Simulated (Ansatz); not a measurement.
Worked example: Ge–CH$_{2}$, triplet against Ge–CH₂, singlet

Geometry (PBE0/def2-TZVP stationary point of a singlet), kept for both states (Ge–CH2, singlet: A1; Ge–CH2, triplet: A2):

```yaml
atoms:
  - { symbol: Ge, position_ang: [0.0000, 0.0000, 0.3030] }
  - { symbol: C, position_ang: [0.0000, 0.0000, -1.4834] }
  - { symbol: H, position_ang: [0.0000, -0.9122, -2.0790] }
  - { symbol: H, position_ang: [0.0000, 0.9122, -2.0790] }
```

Basis cc-pVDZ; Ansatz 0.2.0. Correlated methods freeze the noble-gas cores and the filled d shells of p-block atoms. R marks a restricted (for open shells ROHF) determinant. No spin–orbit coupling is included, and no scalar relativity.

Full CI isn't at hand for all of this; RCCSDTQ serves as the reference, and is uncertain by about the last step of the cluster series.

```
   level  E(Ge–CH2, singlet) (hartree)  E(Ge–CH2, triplet) (hartree)
RCCSD(T)                  -2114.545608                  -2114.481494
     PBE                  -2115.840208                  -2115.776196
 wB97M-V                  -2116.073328                  -2116.012804
 RCCSDTQ                  -2114.547249                  -2114.482652
```

Problem. Give the vertical gap, Ge–CH2 triplet less Ge–CH2 singlet, at each level in eV (1 hartree = 27.2114 eV), and each error against RCCSDTQ.

Solution. RCCSDTQ: (-2114.482652 − (-2114.547249)) × 27.2114 = 1.758 eV (the reference)
wB97M-V: (-2116.012804 − (-2116.073328)) × 27.2114 = 1.647 eV, error -0.111 eV
PBE: (-2115.776196 − (-2115.840208)) × 27.2114 = 1.742 eV, error -0.016 eV
RCCSD(T): (-2114.481494 − (-2114.545608)) × 27.2114 = 1.745 eV, error -0.013 eV

Total energies of functionals can't be set beside those of wave-function methods, since they hold the core's correlation and their own absolute errors; only the differences compare.

In so small a basis the reference is far from its limit while semilocal and hybrid functionals are nearer theirs, so the functionals' errors here hold much of the reference's basis and frozen-core error, which can add to them or hide them.

Each level lands on the state that its own search finds. T1 diagnostics of restricted CCSD: 0.016 and 0.018.
